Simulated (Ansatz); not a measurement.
# CH₄ (triplet): from Hartree-Fock to the top rungs at distance H1–H2 along a hydrogen transfer = 0.996 Å, 6-31G

How much of the correlation energy of CH₄ (triplet) does each wave-function method recover here?

The runs use Ansatz 0.2.0, Gaussian basis; 6-31G, core rule «outside noble gas», up to 1 orbitals frozen.

The runs, in order: UHF; CCSD(T) on ROHF; CCSD(T) on UHF; BCCD(T) on ROHF; CISD; CCSDT(Q) on ROHF; CCSDT(Q) on UHF; CISDTQ; CCSDTQ on ROHF; CCSDTQ on UHF; CASSCF and MRCISD+Q, 4 electrons in 4 orbitals; CASSCF and NEVPT2, 4 electrons in 4 orbitals; CASSCF and MRCISD+Q, 8 electrons in 8 orbitals; CASSCF and NEVPT2, 8 electrons in 8 orbitals; Full CI.

5 further runs of the same task are left out: 5 that didn't finish.

## 1. The geometry

The geometry derives from fragments relaxed apart (PBE0/def2-TZVP) and kept rigid, so it is no stationary point. A hydrogen atom is moved between rigid fragments.

5 atoms, charge 0, spin multiplicity 3.

Atoms are counted from 1 here; the program's logs count them from 0.

Bond lengths: H2–C3 1.132 Å, C3–H4 1.079 Å, C3–H5 1.079 Å. Angles: H2–C3–H4 112.6°, H2–C3–H5 112.6°, H4–C3–H5 134.8°.

Geometry (Å):

```xyz
5
CH4
H    -1.9753    0.0000    0.0000
H    -0.9793    0.0000    0.0000
C     0.1527    0.0000    0.0000
H     0.5672    0.0000    0.9962
H     0.5672    0.0000   -0.9962
```

## 2. UHF

in.yaml reads:

```yaml
crystal:
  periodic: [false, false, false]
  atoms:
    - {symbol: H, position_ang: [-1.975257, 0.000000, 0.000000]}
    - {symbol: H, position_ang: [-0.979257, 0.000000, 0.000000]}
    - {symbol: C, position_ang: [0.152743, 0.000000, 0.000000]}
    - {symbol: H, position_ang: [0.567211, 0.000000, 0.996161]}
    - {symbol: H, position_ang: [0.567211, 0.000000, -0.996161]}
basis:
  gaussian: {orbitals: 6-31G}
magnetization: {spin_polarized: true, initial_magnetization: 2}
hamiltonian: {xc: hf}
output: {orbitals: {seedname: orbitals}}
```

Started as:

```
ansatz run in.yaml --threads 1 --pin off --events-out ev --progress --plain --max-ram 2393MiB
```

Further steps of the session: CCSD(T) on ROHF; CCSD(T) on UHF; BCCD(T) on ROHF; CISD; CCSDT(Q) on ROHF; CCSDT(Q) on UHF; CISDTQ; CCSDTQ on ROHF; CCSDTQ on UHF; CASSCF and MRCISD+Q, 4 electrons in 4 orbitals; CASSCF and NEVPT2, 4 electrons in 4 orbitals; CASSCF and MRCISD+Q, 8 electrons in 8 orbitals; CASSCF and NEVPT2, 8 electrons in 8 orbitals; Full CI.

Before running them: what should the planned runs give, taken together? Wanted: FCI below the RHF energy; RMP2 from FCI; UMP2 from FCI; RCCSD from FCI; RCCSD(T) from FCI; UCCSD(T) from FCI; RCCSDT(Q) from FCI; UCCSDT(Q) from FCI; NEVPT2 pair from FCI.

The runs gave:

| quantity | value |
| --- | --- |
| FCI below the RHF energy | -2.9856 eV |
| RMP2 from FCI | +619.2 meV |
| UMP2 from FCI | +588.4 meV |
| RCCSD from FCI | +43.8 meV |
| RCCSD(T) from FCI | +9.6 meV |
| UCCSD(T) from FCI | +9.7 meV |
| RCCSDT(Q) from FCI | +0.2 meV |
| UCCSDT(Q) from FCI | -0.2 meV |
| NEVPT2 pair from FCI | +495.8 meV |
| NEVPT2 valence from FCI | +253.5 meV |
| MRCISD+Q valence from FCI | +7.6 meV |
| levels within 1 kcal/mol (43 meV) | UCCSD, RCCSD(T), UCCSD(T), BCCD(T), RCCSDT, UCCSDT, CISDTQ, RCCSDT(Q), UCCSDT(Q), RCCSDTQ, UCCSDTQ, MRCISD valence, MRCISD+Q valence |
| T1 diagnostic | 0.024 |
| effectively unpaired electrons | 2.02 |

What this shows: RCCSD(T) misses by +9.6 meV, 0.3 % of the correlation energy. One determinant dominates. Of the multireference levels listed MRCISD+Q valence comes nearest in total energy (+7.6 meV), which doesn't show that its space is the better one. These misses are within one basis, not against nature; the frozen cores of restricted and unrestricted runs differ, which can shift their rows.
